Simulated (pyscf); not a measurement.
# boron trifluoride (F–B(F)–F), singlet

Gas-phase minimum from PySCF at ωB97X-D3(BJ)/def2-SVP, one conformer. 

```
B
F 1 1.3162
F 1 1.3163 2 119.98
F 1 1.3164 2 120.00 3 -179.94
```

Properties at ωB97X-D3(BJ)/def2-SVP:

- Harmonic wavenumbers, unscaled = 481, 481, 692, 891, 1503, 1503 cm⁻¹
- Zero-point energy = 7.9 kcal/mol
- Rotational symmetry number = 6
- Entropy of this conformer at 298 K and 1 atm, rigid rotor and harmonic oscillator, modes under 100 cm⁻¹ raised to 100 = 254.4 J/(mol K)
- Dipole moment = 0.00 D

Single-point totals, which compare only within one level (frozen core for MP2 and CC):

| level | total energy (hartree) |
|---|---|
| ωB97X-D3(BJ)/def2-TZVP | -324.73699 |
| PBE/def2-TZVP | -324.38523 |
| r²SCAN/def2-TZVP | -324.57275 |
| B3LYP-D3(BJ)/def2-TZVP | -324.71623 |
| PBE0-D3(BJ)/def2-TZVP | -324.39058 |
| M06-2X/def2-TZVP | -324.60743 |
| ωB97M-D3(BJ)/def2-TZVP | -324.77076 |
| HF/def2-TZVPP | -323.34330 |
| MP2/def2-TZVPP | -324.17728 |
| CCSD/def2-TZVPP | -324.17902 |
| CCSD(T)/def2-TZVPP | -324.20275 |

The CCSD(T) − MP2 part came from Ansatz, without density fitting, on the same reference.
